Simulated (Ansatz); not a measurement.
# FH3OSi: the cost of one run

Method: UKS PBE-D4/STO-3G, in Ansatz 0.2.0.

## 1. The structure to begin with

Bond lengths: Si1–F2 2.001 Å, Si1–O3 1.562 Å, Si1–H5 1.448 Å, Si1–H6 1.448 Å. Angles: F2–Si1–O3 77.9°, F2–Si1–H5 103.0°, F2–Si1–H6 102.8°, O3–Si1–H5 121.5°, O3–Si1–H6 121.4°, H5–Si1–H6 115.4°.

Structure file:

```xyz
6

Si   -0.2187    0.1490    0.5093
F     0.3500    0.3182   -1.4012
O     0.3595   -1.2711    0.2129
H     0.5753   -0.7734   -0.9413
H    -1.6411    0.4138    0.4492
H     0.5750    1.1635    1.1711
```

## 2. Pulling towards end A

Springs on the bonds that form and break draw the guess towards this end; the thresholds are loose.

Input file input.yaml:

```yaml
crystal:
  periodic: [false, false, false]
  atoms:
    - { symbol: Si, position_ang: [-0.2187, 0.149, 0.5093] }
    - { symbol: F, position_ang: [0.35, 0.3182, -1.4012] }
    - { symbol: O, position_ang: [0.3595, -1.2711, 0.2129] }
    - { symbol: H, position_ang: [0.5753, -0.7734, -0.9413] }
    - { symbol: H, position_ang: [-1.6411, 0.4138, 0.4492] }
    - { symbol: H, position_ang: [0.575, 1.1635, 1.1711] }
magnetization:
  spin_polarized: true
basis:
  gaussian: { orbitals: STO-3G }
hamiltonian:
  xc: pbe
  dispersion: d4
relax:
  f_tol: 0.15
  max_steps: 25
  restrain:
    - { distance: [3, 1], at: 2.18, k: 30.0 }
    - { distance: [0, 1], at: 1.68, k: 30.0 }
    - { distance: [3, 2], at: 0.97, k: 30.0 }
```

The run is started by

```sh
ansatz run input.yaml --threads 1 --pin off --max-ram 2048MiB --backend cpu --events-out ev --progress --plain --runs-dir out
```

**Question.** How long does this run take on 1 thread of Arm Neoverse V1, shared host, and how much memory does it need?

About 8.7 s, with a peak of 0.12 GiB.
